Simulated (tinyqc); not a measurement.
CIS on RHF in the sto-3g basis, frozen core, for H2O, spin multiplicity 1, step by step. One step of it, computed by the program tinyqc.

Question. CIS matrix, singlets. A(ia,jb) = (e_a - e_i) d_ij d_ab + 2 (ia|jb) - (ij|ab).

orbital energies (hartree): MO1 -20.275846, MO2 -1.192046, MO3 -0.516472, MO4 -0.432065, MO5 -0.389890, MO6 0.430638, MO7 0.521730

Two-electron integrals over orbitals (pq|rs), unique and non-zero (hartree); the lowest 1 orbital is frozen and left out:
```
(22|22) 0.726547    (32|32) 0.125107    (33|22) 0.606030    (33|33) 0.580543
(42|22) -0.032731   (42|33) 0.003005    (42|42) 0.129656    (43|32) 0.028992
(43|43) 0.059408    (44|22) 0.651994    (44|33) 0.554335    (44|42) -0.086727
(44|44) 0.672074    (52|52) 0.152844    (53|53) 0.025791    (54|52) -0.042622
(54|54) 0.045441    (55|22) 0.758592    (55|33) 0.593242    (55|42) -0.082242
(55|44) 0.673970    (55|55) 0.880159    (62|22) 0.125465    (62|33) 0.063228
(62|42) 0.037388    (62|44) 0.053975    (62|55) 0.133123    (62|62) 0.092683
(63|32) -0.034234   (63|43) -0.040583   (63|63) 0.074828    (64|22) 0.140155
(64|33) 0.051333    (64|42) -0.054890   (64|44) 0.132798    (64|55) 0.162054
(64|62) 0.057373    (64|64) 0.109396    (65|52) 0.047833    (65|54) 0.008076
(65|65) 0.033089    (66|22) 0.588281    (66|33) 0.540976    (66|42) 0.042770
(66|44) 0.541767    (66|55) 0.575087    (66|62) 0.089957    (66|64) 0.057585
(66|66) 0.575271    (72|32) 0.058799    (72|43) -0.028873   (72|63) 0.027801
(72|72) 0.070020    (73|22) 0.173369    (73|33) 0.088724    (73|42) -0.077879
(73|44) 0.134335    (73|55) 0.207253    (73|62) 0.064011    (73|64) 0.110158
(73|66) 0.047553    (73|73) 0.163690    (74|32) -0.070223   (74|43) -0.019581
(74|63) 0.057749    (74|72) -0.016796   (74|74) 0.072462    (75|53) 0.023896
(75|75) 0.025026    (76|32) 0.079925    (76|43) 0.066696    (76|63) -0.065533
(76|72) -0.003010   (76|74) -0.061570   (76|76) 0.110357    (77|22) 0.601314
(77|33) 0.571648    (77|42) -0.018360   (77|44) 0.565628    (77|55) 0.600725
(77|62) 0.057428    (77|64) 0.053816    (77|66) 0.542850    (77|73) 0.094515
(77|77) 0.585097
```

Give: CIS matrix A, singlet.

Answer.

CIS matrix A, singlet (hartree), order 2>6, 2>7, 3>6, 3>7, 4>6, 4>7, 5>6, 5>7:
$$\begin{pmatrix}
1.220 & 0.000 & 0.000 & 0.048 & 0.072 & 0.000 & 0.000 & 0.000 \\
0.000 & 1.253 & -0.024 & 0.000 & 0.000 & -0.015 & 0.000 & 0.000 \\
0.000 & -0.024 & 0.556 & 0.000 & 0.000 & 0.049 & 0.000 & 0.000 \\
0.048 & 0.000 & 0.000 & 0.794 & 0.154 & 0.000 & 0.000 & 0.000 \\
0.072 & 0.000 & 0.000 & 0.154 & 0.540 & 0.000 & 0.000 & 0.000 \\
0.000 & -0.015 & 0.049 & 0.000 & 0.000 & 0.533 & 0.000 & 0.000 \\
0.000 & 0.000 & 0.000 & 0.000 & 0.000 & 0.000 & 0.312 & 0.000 \\
0.000 & 0.000 & 0.000 & 0.000 & 0.000 & 0.000 & 0.000 & 0.361
\end{pmatrix}$$
